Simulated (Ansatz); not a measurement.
Basis sets compared for B₂H₄⁻ (the lowest doublet isomer of a short search). The state is a doublet with charge -1. Geometry PBE-D4/def2-TZVPD. Ansatz on 4 threads of Arm Neoverse V1 on a shared host; times are rough, and most runs start from earlier orbitals.

```xyz
6

B     0.5726   -0.1631   -0.5701
B    -0.5725    0.1632    0.5702
H    -1.2038    1.2189    0.6215
H     0.8900    0.6224   -1.4635
H     1.2038   -1.2189   -0.6216
H    -0.8901   -0.6224    1.4634
```

At PBE-D4/def2-SVPD, PBE-D4/def2-TZVPD, PBE0-D4/def2-SVPD, PBE0-D4/def2-TZVPD the highest occupied level of the charge -1 doublet lies above zero (up to 1.24 eV). By energy differences its removal costs 1.52 eV (vertical, to the charge 0 singlet, at CCSD(T)/def2-TZVPPD). The structure comes from a short search, and lower isomers may exist.

| level | functions | energy (Eh) | HOMO (eV) | LUMO (eV) | wall time |
| --- | --- | --- | --- | --- | --- |
| PBE-D4/def2-SVPD | 72 | -51.9248 | 1.24 | 2.57 | 0.5 s |
| PBE0-D4/def2-SVPD | 72 | -51.9443 | 0.37 | 3.62 | 0.5 s |

(1) Estimate the rows for PBE-D4/def2-TZVPD, PBE0-D4/def2-TZVPD.

Results:

(1) 
```json
{"level": "PBE-D4/def2-TZVPD", "functions": "110", "energy (Eh)": "-51.9823", "HOMO (eV)": "1.08", "LUMO (eV)": "2.33", "wall time": "0.75 s"}
{"level": "PBE0-D4/def2-TZVPD", "functions": "110", "energy (Eh)": "-52.0002", "HOMO (eV)": "0.26", "LUMO (eV)": "3.33", "wall time": "1.1 s"}
```
